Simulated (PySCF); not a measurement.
Isomers of C6H12, from PBE0-D3(BJ)/def2-SVP geometry optimisation, gas phase in PySCF 2.14.0. One conformer each, no zero-point energy, no frequencies.

Question: Which isomer lies lower at this level?
A. `[CH3:1][CH:2]1[CH2:3][CH2:4][CH2:5][CH2:6]1` with C1–C2–C3–C4 164°, C2–C3–C4–C5 -23°, C3–C4–C5–C6 -3°, C4–C5–C6–C2 27° (methylcyclopentane): A = 6279, B = 2940, C = 2220 MHz, dipole 0.08 D
B. `[CH3:1]/[CH:2]=[C:3](/[CH3:4])[CH2:5][CH3:6]` with C2–C3–C5–C6 -96°: A = 3983, B = 2812, C = 1860 MHz, dipole 0.21 D

Answer: A. That is methylcyclopentane (`CC1CCCC1`), 16.6 kcal/mol below the other.

```json
{"SMILES": "CC1CCCC1", "mapped SMILES": "[CH3:1][CH:2]1[CH2:3][CH2:4][CH2:5][CH2:6]1", "E (Eh)": "-235.42722", "relative (kcal/mol)": "0.0", "relative (kJ/mol)": "0.0", "dipole (D)": "0.08"}
{"SMILES": "C/C=C(/C)CC", "mapped SMILES": "[CH3:1]/[CH:2]=[C:3](/[CH3:4])[CH2:5][CH3:6]", "E (Eh)": "-235.40073", "relative (kcal/mol)": "16.6", "relative (kJ/mol)": "69.5", "dipole (D)": "0.21"}
```

As drawn, the higher has a C=C bond outside aromatic rings, which the lower lacks.
